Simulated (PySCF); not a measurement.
Computed with PySCF and rigid-rotor harmonic-oscillator thermochemistry at 1 bar. Table values come from the NASA 1993 polynomials. All species are closed-shell singlets. The harmonic model lacks anharmonicity and excited electronic states, which grow with temperature; levels with a mode under 35 cm⁻¹ are left out.

Harmonic frequencies at PBE/def2-SVP (cm⁻¹): 1054, 1614, 1614, 3358, 3481, 3481. Point group C3v; S°(298 K) = 192.9 J/mol/K at this level.

Problem. Work out Cp and S° of gaseous NH₃ at 500, 800, 1200, 1600, 2000 K from these, and set them beside the table.

Solution. 
| T (K) | Cp PBE/def2-SVP | Cp table | S° PBE/def2-SVP | S° table |
|---|---|---|---|---|
| 500 | 41.0 | 41.9 | 212.3 | 212.6 |
| 800 | 50.1 | 51.1 | 233.6 | 234.4 |
| 1200 | 59.9 | 60.6 | 255.8 | 257.0 |
| 1600 | 66.8 | 67.3 | 274.1 | 275.4 |
| 2000 | 71.4 | 72.1 | 289.5 | 291.0 |
Units J/mol/K.
